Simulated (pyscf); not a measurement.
9 group-13 steps of one kind (elimination, closed-shell): barrier in kJ/mol, from the separated reactants or the lowest minimum found. Structures and frequencies: ωB97X-D3(BJ)/def2-SVP in PySCF. Functionals in def2-TZVP; the last column is ωB97M-D3(BJ)/def2-TZVP. Rows were drawn at random from the steps of this kind and element class whose saddle was verified and whose references are stable.

| step | PBE | B3LYP-D3(BJ) | r²SCAN | ωB97M-D3(BJ) |
|---|---|---|---|---|
| HO–BH–OH → O=B–OH + H₂ | 233.8 | 261.3 | 249.5 | 266.8 |
| HS–Ga(Cl)–Cl -> S=Ga–Cl + HCl | 161.3 | 182.5 | 179.6 | 193.4 |
| HO–GaH₂ -> O=GaH + H₂ | 250.9 | 281.4 | 272.7 | 296.6 |
| H₂As–InH₂ -> HAs=InH + H₂ | 179.1 | 206.2 | 196.0 | 228.4 |
| H₂Ga–SeH → HGa=Se + H₂ | 158.6 | 184.2 | 171.3 | 199.0 |
| HO–BH–OH -> H₂O + HB=O | 203.7 | 226.1 | 219.8 | 226.0 |
| H₃C–O–AlH₂ → CH₄ + O=AlH | 333.2 | 369.7 | 356.4 | 387.1 |
| H₂Ga–AsH₂ → HGa=AsH + H₂ | 176.4 | 205.2 | 191.8 | 222.6 |
| H₂N–GaH₂ -> HN=GaH + H₂ | 284.7 | 313.3 | 305.7 | 328.5 |

Differences from the last column (kJ/mol): PBE: mean -40.8, median -43.8, mean size 40.8, lower in 9 of 9; B3LYP-D3(BJ): mean -13.2, median -15.1, mean size 13.2, lower in 8 of 9; r²SCAN: mean -22.9, median -23.9, mean size 22.9, lower in 9 of 9. PBE is closest for row 6 (22.3 kJ/mol apart) and farthest for row 7 (53.8 kJ/mol). PBE, r²SCAN and M06-2X carry no added dispersion term. The last column is a level with limits of its own. Each barrier is that of the saddle found. Elements up to Kr have no core potential and no relativistic terms here. Elements past Kr carry the def2 core potentials, without spin-orbit coupling.
